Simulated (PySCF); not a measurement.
```xyz
4

C      0.0000     0.0000     0.0000
H      1.0729    -0.1252    -0.0051
H     -0.6449    -0.8665     0.0036
H     -0.4280     0.9918     0.0015
```

Charge 0, multiplicity 2.

Task: Give the Mulliken and meta-Löwdin atomic charges from PBE-D3(BJ)/def2-TZVP // PBE0-D4/def2-TZVP (PySCF 2.14.0).

Result: 
```csv
atom,Mulliken (e),meta-Löwdin (e)
C1,-0.41,-0.40
H2,0.14,0.13
H3,0.14,0.13
H4,0.14,0.13
```
